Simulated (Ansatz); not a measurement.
The input, for Ansatz 0.2.0:

```yaml
crystal:
  periodic: [false, false, false]
  atoms:
    - {symbol: H, position_ang: [0.000000, 0.000000, -1.141000]}
    - {symbol: H, position_ang: [0.000000, 0.000000, -0.396000]}
    - {symbol: Cl, position_ang: [0.000000, 0.000000, 1.537000]}
basis:
  gaussian: {orbitals: 6-31G}
magnetization: {spin_polarized: false, initial_magnetization: 1}
correlation: {method: sc_nevpt2, electrons: outside_noble_gas, active_space: {window: {electrons: 9, orbitals: 6}, shells: [{species: Cl, l: s, shell: 3}, {species: Cl, l: p, shell: 3}, {species: H, l: s, shell: 1}]}}
```

```sh
$ ansatz run in.yaml --threads 1 --pin off --events-out ev --progress --plain --max-ram 2393MiB
```

Log:

```
315 factors; integrals over basis functions are off by at most 5.3e-8 eV
mean field evaluation 1: about -12531.3863 eV, gradient 7.7e0 eV
mean field evaluation 2: about -12531.3864 eV, gradient 7.7e0 eV
mean field evaluation 4: about -12532.2945 eV, gradient 1.1e0 eV
mean field evaluation 8: about -12532.3182 eV, gradient 9.3e-4 eV
mean field evaluation 16: about -12531.9897 eV, gradient 1.5e-6 eV
mean field evaluation 32: about -12531.9897 eV, gradient 4.3e-2 eV
mean field -12532.31816158 eV, -460.5541977277 hartree, gradient 3.1e-6 eV, S^2 0.750000; 7 other end points of the search recorded, 0 dependent functions left out
reference -12532.31816158 eV, -460.5541977277 hartree; 10, 9 occupied and 7, 8 virtual orbitals, 315 factors
state -12532.86556212 eV, -460.5743143264 hartree
state -12532.86556212 eV, -460.5743143264 hartree; corrected -12533.58945988 eV, -460.6009170786 hartree
Total energy: -12533.58945988 eV, -460.6009170786 hartree
Checks for a lower state left out: starts, orbital_swaps
```

Natural occupations: 2.0000 2.0000 1.9996 1.9760 1.0004 0.0240.

For the same geometry and basis full CI lies 353.8 meV lower.

Ran on 1 thread of Arm Neoverse V1, shared host: 0.24 s wall, 0.13 GiB peak host memory.
